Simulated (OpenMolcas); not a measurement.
# BN2H4 (SMILES N[B]N): UHF/def2-SVP (Cholesky decomposition, PCM methylenechloride)

What is the vertical doublet–quartet gap of BN2H4 at UHF/def2-SVP (Cholesky decomposition, PCM methylenechloride)? 

Program for the calculation: OpenMolcas 26.06.

5 further runs of the same task are left out: 1 that didn't finish, 4 set aside as unsound or not needed.

## Step 1: Starting point

The species is BN2H4 (7 atoms), meant as a doublet with charge 0. As SMILES, `N[B]N`. The shape is that of a GFN2-xTB optimisation. This is one conformer, not always the lowest.

Bond lengths: N1–B2 1.400 Å, B2–N3 1.400 Å, N1–H4 1.004 Å, N1–H5 1.014 Å, N3–H6 1.014 Å, N3–H7 1.004 Å. Angles: N1–B2–N3 120.9°, B2–N1–H4 124.9°, B2–N1–H5 123.0°, B2–N3–H6 123.0°, B2–N3–H7 124.9°, H4–N1–H5 112.0°, H6–N3–H7 112.0°.

## Step 2: The energy at UHF/def2-SVP (Cholesky decomposition, PCM methylenechloride)

Input file geom.xyz:

```xyz
7

N     -0.992550     0.095140    -0.701790
B     -0.021000    -0.743120    -0.143210
N      0.988920    -0.226540     0.676460
H     -1.741610    -0.210110    -1.296710
H     -1.015210     1.096590    -0.544920
H      1.067340     0.758830     0.902300
H      1.714100    -0.770790     1.107850
```

Input file job.input:

```
&GATEWAY
 COORD
 geom.xyz
 BASIS
 def2-SVP
 GROUP
 Full
 RF-INPUT
 PCM-Model
 Solvent=methylenechloride
 End of RF-Input

&SEWARD
 MEDIUM

&SCF
 UHF
 SPIN
 2
 PRORBITALS
 0
```

The run is started by

```
export MOLCAS_MEM=1860
pymolcas job.input > job.log
```

Output:

```text
--- Start Module: gateway ---
[...]
--- Stop Module: gateway /rc=_RC_ALL_IS_WELL_ ---
--- Start Module: seward ---
[...]
      Basis functions           62
--- Stop Module: seward /rc=_RC_ALL_IS_WELL_ ---
[...]
--- Start Module: scf ---
[...]
       Convergence after  12 Iterations
[...]
::    Total SCF energy                               -135.8435595860
[...]
      Total spin, S                                     0.5021415994
[...]
      Total electronic charge=   23.000000
      Total            charge=   -0.000000
[...]
      Dipole Moment (debye):
      Origin of the operator (angstrom)=   -0.0060   -0.2123   -0.0409
                   X=  5.6850E-02               Y=  2.0398E+00               Z=  3.9291E-01           Total=  2.0781E+00
      Quadrupole Moment (debye*angstrom):
[...]
--- Stop Module: scf /rc=_RC_ALL_IS_WELL_ ---
[...]
```

Run time: 6 s. Hardware: 1 thread of Arm Neoverse V1, shared host.

## Step 3: The quartet at the same level

geom.xyz is that of step 2.

Input file job.inp:

```
&GATEWAY
COORD
geom.xyz
BASIS
def2-SVP
GROUP
Full
RF-INPUT
PCM-Model
Solvent=methylenechloride
End of RF-Input
&SEWARD
MEDIUM
&SCF
UHF
SPIN
4
PRORBITALS
0
```

The run is started by

```
export MOLCAS_MEM=1860
pymolcas job.inp > job.log
```

Output:

```text
--- Start Module: gateway ---
[...]
--- Stop Module: gateway /rc=_RC_ALL_IS_WELL_ ---
--- Start Module: seward ---
[...]
      Basis functions           62
--- Stop Module: seward /rc=_RC_ALL_IS_WELL_ ---
[...]
--- Start Module: scf ---
[...]
       Convergence after  18 Iterations
[...]
::    Total SCF energy                               -135.6227113797
[...]
      Total spin, S                                     1.5052772531
[...]
      Total electronic charge=   23.000000
      Total            charge=   -0.000000
[...]
      Dipole Moment (debye):
      Origin of the operator (angstrom)=   -0.0060   -0.2123   -0.0409
                   X=  1.5334E-01               Y=  5.4044E+00               Z=  1.0371E+00           Total=  5.5051E+00
      Quadrupole Moment (debye*angstrom):
[...]
--- Stop Module: scf /rc=_RC_ALL_IS_WELL_ ---
[...]
```

It took 8.7 s on 1 thread of Arm Neoverse V1, shared host.

## Step 4: Outcome

At UHF/def2-SVP (Cholesky decomposition, PCM methylenechloride):

| quantity | value |
| --- | --- |
| doublet: total energy | -135.84356 Eh |
| doublet: HOMO energy (highest over α and β) | -8.88 eV |
| doublet: LUMO energy (lowest over α and β) | 3.23 eV |
| doublet: ⟨S²⟩ | 0.754 |
| quartet: total energy | -135.62271 Eh |
| quartet: HOMO energy (highest over α and β) | -3.57 eV |
| quartet: LUMO energy (lowest over α and β) | 0.19 eV |
| quartet: ⟨S²⟩ | 3.771 |
| vertical energy of the quartet above the doublet | 6.010 eV |

**Reading.** At this shape the quartet lies 6.01 eV (139 kcal/mol) above the doublet.
